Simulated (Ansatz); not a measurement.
All values below come from PBE0-D4/def2-TZVP (Ansatz, a program for electronic structure). No frequencies were computed at this level.

Ansatz 0.2 input:
```yaml
crystal:
  periodic: [false, false, false]
  atoms:
    - { symbol: S, position_ang: [0.665182, -0.000003, -0.000002] }
    - { symbol: H, position_ang: [-0.665182, 0.000003, 0.000002] }
basis:
  gaussian: { orbitals: def2-tzvp }
hamiltonian:
  xc: pbe0
  dispersion: d4
relax:
  max_steps: 150
magnetization:
  spin_polarized: true
  initial_magnetization: 1
```

Output:

```
Functional definition: PBE0
315 factors; their error is unknown
mean field evaluation 1: about -10846.5484 eV, gradient 6.0e0 eV
mean field evaluation 2: about -10846.7081 eV, gradient 3.7e0 eV
mean field evaluation 4: about -10846.7619 eV, gradient 1.5e-1 eV
mean field evaluation 8: about -10846.7871 eV, gradient 2.6e-3 eV
mean field evaluation 16: about -10846.7871 eV, gradient 3.3e-5 eV
mean field -10846.78708177 eV, -398.6120730387 hartree, gradient 3.3e-5 eV, S^2 0.755365; 0 other end points of the search recorded, 0 dependent functions left out
reference -10846.78709801 eV, -398.6120736355 hartree; 9, 8 occupied and 34, 35 virtual orbitals, 315 factors
relax step   1: F+E_penalty+E_count = -10846.79212243 eV  Δ(F+E_penalty+E_count) = +0.000e0 eV  max|allowed force component| = 4.215e-1 eV/Å  Δτ_max = 0.0000 Å  (26 SCF iters, accepted)
these checks for a lower state are left out or cut short: starts, cluster_reference, orbital_swaps, neighbouring_geometries, increment
315 factors; their error is unknown
mean field -10846.78979038 eV, -398.6121725783 hartree, gradient 1.4e-5 eV, S^2 0.755369; 0 other end points of the search recorded, 0 dependent functions left out
reference -10846.78980663 eV, -398.6121731755 hartree; 9, 8 occupied and 34, 35 virtual orbitals, 315 factors
relax step   2: F+E_penalty+E_count = -10846.79483664 eV  Δ(F+E_penalty+E_count) = -2.714e-3 eV  max|allowed force component| = 1.624e-1 eV/Å  Δτ_max = 0.0047 Å  (30 SCF iters, accepted)
these checks for a lower state are left out or cut short: starts, cluster_reference, orbital_swaps, neighbouring_geometries, increment
315 factors; their error is unknown
mean field evaluation 32: about -10846.7903 eV, gradient 1.3e-5 eV
mean field -10846.79027822 eV, -398.6121905060 hartree, gradient 1.3e-5 eV, S^2 0.755371; 0 other end points of the search recorded, 0 dependent functions left out
reference -10846.79029448 eV, -398.6121911035 hartree; 9, 8 occupied and 34, 35 virtual orbitals, 315 factors
relax step   3: F+E_penalty+E_count = -10846.79532803 eV  Δ(F+E_penalty+E_count) = -4.914e-4 eV  max|allowed force component| = 3.370e-3 eV/Å  Δτ_max = 0.0030 Å  (30 SCF iters, accepted)
315 factors; their error is unknown
mean field -10846.79027822 eV, -398.6121905060 hartree, gradient 1.3e-5 eV, S^2 0.755371; 1 other end points of the search recorded, 0 dependent functions left out
reference -10846.79029448 eV, -398.6121911035 hartree; 9, 8 occupied and 34, 35 virtual orbitals, 315 factors
Total energy: -10846.79534428 eV, -398.6123766805 hartree
Atom 0 at     0.672825    -0.000003    -0.000002 Å, force     0.003370    -0.000000    -0.000000 eV/Å
Atom 1 at    -0.672825     0.000003     0.000002 Å, force    -0.003370     0.000000     0.000000 eV/Å
Dipole moment:    -0.187080     0.000001     0.000001 e Å
```

Cost: about 2.4 core-seconds (a rough figure).
